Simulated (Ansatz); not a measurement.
Acetonitrile → `C#N` + `[CH2]` (triplet) at 600 K and 1 bar (formal loss of a carbene).

Program: Ansatz. Geometries: PBE0-D4/def2-TZVP. ΔE: electronic, gas phase. CCSD(T)/CBS is frozen-core, at the limit of the def2 triple- and quadruple-zeta sets. Triplets are unrestricted, without spin–orbit coupling.

```tsv
species	CCSD(T)/CBS energy (Eh)	H − E (kJ/mol)	S (J/(mol·K))
`CC#N`	-132.58830	150.5	286.2
`C#N`	-93.31667	64.3	228.4
`[CH2]` (triplet)	-39.09310	66.5	220.8
```

H − E and S are ideal-gas, rigid-rotor, harmonic terms from PBE0-D4/def2-TZVP, with the whole ground term of open shells counted as degenerate. 1 Eh = 2625.50 kJ/mol, R = 8.31446 J/(mol·K).

Task: By hand: ΔE, ΔH, ΔS and ΔG.

Result: ΔE = (-93.31667) + (-39.09310) − (-132.58830) = 0.17853 Eh = 468.7 kJ/mol. Δ(H − E) = 64.3 + 66.5 − 150.5 = -19.7, so ΔH = 449.0 kJ/mol. ΔS = 228.4 + 220.8 − 286.2 = 163.0 J/(mol·K). ΔG = 449.0 − 600 × (163.0)/1000 = 351.2 kJ/mol.

Task: By hand: the equilibrium constant, and the temperature at which ΔG would vanish if ΔH and ΔS stayed fixed.

Result: log₁₀ K = −ΔG/(RT ln 10) = -30.6. ΔG = 0 at ΔH/ΔS = 2755 K, far beyond where these terms or the molecules hold.

The number of gas molecules changes by +1, which sets the sign of ΔS. A doubt of 5 kJ/mol in ΔE shifts log₁₀ K by 0.4 here. A triplet takes part, so the spin changes. These are equilibria of isolated gas molecules and say nothing of rates. Largest T1 diagnostic: 0.014 (customary marks: 0.02 for closed shells, 0.045 for open ones).
